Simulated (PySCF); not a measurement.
Bond length, frequency and bond energy of ClF by level of theory

State: ¹Σ⁺ (singlet), closed shell. Set-up: basis Cl x2c-TZVPPall, F x2c-TZVPPall; spin-free X2C with a Gaussian nucleus; PySCF 2.14. De refers to Cl + F in their high-spin ground configurations, without counterpoise correction. A positive dipole means Cl(−)F(+).

```
      Level  Re (Å)  ωe (cm⁻¹)  De (eV)  μ (D)  CPU s a point (SCF and correlation, without the integrals)
        RHF   1.585        916    0.354  -1.07                                                         0.2
    RHF-MP2   1.631        803     2.71    n/a                                                        0.32
RHF-SCS-MP2   1.638        784     2.56    n/a                                                         n/a
   RHF-CCSD   1.627        806     2.24    n/a                                                         n/a
RHF-CCSD(T)   1.639        774     2.45    n/a                                                         4.7
        PBE   1.653        761     3.11  -0.91                                                        0.86
     revPBE   1.660        750     2.84  -0.90                                                        0.57
     r²SCAN   1.637        792     2.67  -0.86                                                         1.3
    r²SCANh   1.627        813     2.52  -0.87                                                         1.5
       PBE0   1.621        826     2.62  -0.92                                                         1.9
      B97-3   1.627        810     2.62  -0.95                                                         0.8
  BHandHLYP   1.609        851     2.02  -1.03                                                         0.8
      ωB97X   1.620        833     2.63  -0.97                                                         1.3
```

Q: Which functional lies closest to RHF-CCSD(T) in De, which farthest, and by how much do they differ from it?

A: Closest is r²SCANh (-1.2 pm in Re, +5.0 % in ωe, +0.07 eV in De against RHF-CCSD(T) in the same basis), farthest PBE (+1.4 pm in Re, -1.7 % in ωe, +0.66 eV in De). CCSD(T) converges more slowly with the basis than the functionals do and binds too weakly in this one, so the order can change at the basis-set limit.

Q: What does a quarter of exact exchange do here, going from PBE to PBE0?

A: PBE0 less PBE: -3.2 pm in Re, +8.5 % in ωe, -0.49 eV in De. Exact exchange removes part of the self-interaction that spreads semilocal densities, and in most molecules shortens and stiffens the bond and lowers De; so it does here.

Q: What does the step from GGA to meta-GGA do here, going from PBE to r²SCAN?

A: r²SCAN less PBE: -1.6 pm in Re, +4.1 % in ωe, -0.44 eV in De. 

Correlated steps freeze 6 core orbitals. Where the molecule has an RHF reference, its open-shell atoms are computed with UHF.

The whole job (state search and all levels along the bond) took about 3 min on 1 thread of Arm Neoverse V2 (shared host), peak memory 1.1 GiB.
